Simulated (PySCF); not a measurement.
Species: 2-propanamine, `NC(C)C`. The columns A, B, C and D hold Mulliken, IAO, Hirshfeld and ESP-fitted charges (e) of one PBE0/pcSseg-1 density (PySCF), in a shuffled order. Coordinates in Å (PBE0-D3(BJ)/def2-SVP); the density's dipole moment is (-0.04, 0.16, -1.35) D.

```json
{"atom": "C1", "x": "-0.847", "y": "1.035", "z": "0.388", "A": "-0.519", "B": "-0.241", "C": "-0.411", "D": "-0.120"}
{"atom": "C2", "x": "-0.047", "y": "-0.026", "z": "-0.353", "A": "+0.622", "B": "-0.196", "C": "+0.021", "D": "+0.019"}
{"atom": "C3", "x": "1.376", "y": "-0.122", "z": "0.175", "A": "-0.496", "B": "-0.240", "C": "-0.410", "D": "-0.120"}
{"atom": "N4", "x": "-0.703", "y": "-1.315", "z": "-0.186", "A": "-0.954", "B": "-0.419", "C": "-0.577", "D": "-0.235"}
{"atom": "H5", "x": "-0.369", "y": "2.023", "z": "0.309", "A": "+0.118", "B": "+0.110", "C": "+0.135", "D": "+0.040"}
{"atom": "H6", "x": "-0.932", "y": "0.766", "z": "1.453", "A": "+0.141", "B": "+0.115", "C": "+0.140", "D": "+0.037"}
{"atom": "H7", "x": "-1.866", "y": "1.122", "z": "-0.021", "A": "+0.124", "B": "+0.108", "C": "+0.130", "D": "+0.037"}
{"atom": "H8", "x": "0.014", "y": "0.287", "z": "-1.420", "A": "-0.080", "B": "+0.098", "C": "+0.096", "D": "+0.019"}
{"atom": "H9", "x": "1.951", "y": "-0.889", "z": "-0.368", "A": "+0.118", "B": "+0.108", "C": "+0.130", "D": "+0.037"}
{"atom": "H10", "x": "1.366", "y": "-0.400", "z": "1.241", "A": "+0.137", "B": "+0.115", "C": "+0.140", "D": "+0.037"}
{"atom": "H11", "x": "1.907", "y": "0.835", "z": "0.064", "A": "+0.112", "B": "+0.110", "C": "+0.135", "D": "+0.040"}
{"atom": "H12", "x": "-0.205", "y": "-2.034", "z": "-0.709", "A": "+0.338", "B": "+0.166", "C": "+0.236", "D": "+0.105"}
{"atom": "H13", "x": "-1.645", "y": "-1.284", "z": "-0.573", "A": "+0.339", "B": "+0.166", "C": "+0.236", "D": "+0.105"}
```

Q: Which column most likely holds the ESP-fitted charges?

A: A. Σ q r misses the density's dipole by 0.02 D (A), 0.54 D (C), 0.93 D (D), 1.52 D (B). Charges fitted to the outside potential are the only set here that is tied to the molecule's multipoles.

Q: And the Hirshfeld charges?

A: D. The mean sizes are 0.073 e (D), 0.168 e (B), 0.215 e (C), 0.315 e (A), and Hirshfeld charges are commonly the smallest of these schemes.

As computed, A = ESP-fitted, B = Mulliken, C = IAO, D = Hirshfeld. Hydrogens on carbon: ESP-fitted -0.08 to +0.14, Mulliken +0.10 to +0.12, IAO +0.10 to +0.14, Hirshfeld +0.02 to +0.04 e.

The Mulliken scheme counts on each atom the diagonal of the density matrix times the overlap matrix over that atom's basis functions. The IAO scheme counts the electrons in orthogonalised intrinsic atomic orbitals, a minimal basis polarised so that it spans the occupied orbitals exactly.

Isolated species at its PBE0-D3(BJ)/def2-SVP geometry (one conformer only).

Shape of the structure used: `[CH3:1][CH:2]([CH3:3])[NH2:4]`: H–N4–C2–C1 178°, H–N4–C2–C1 61°.
